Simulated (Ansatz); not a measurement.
```xyz
8

C     0.0000    0.0000    0.0000
O     0.0000    0.0000    1.2000
O     0.0000    1.0841   -0.7876
C     0.0000    2.3435   -0.0895
H     0.0000   -0.9712   -0.4949
H     0.0000    3.1599   -0.8118
H    -0.8898    2.4127    0.5362
H     0.8898    2.4127    0.5362
```

RHF-MP2 on singlet C2H4O2 was run in several spherical basis sets with Ansatz (development build ahead of 0.2.0). Frozen core: 4 orbitals.

Problem. Rank the basis sets by the total energy that they give, lowest first, with the distance from the lowest.
A. cc-pVDZ
B. 6-31G(d)
C. def2-SVP

Solution. A (0.00 eV), B (1.52 eV), C (5.28 eV).

Totals follow the description of the cores as much as that of the bonds, so this order isn't one of quality for chemistry.
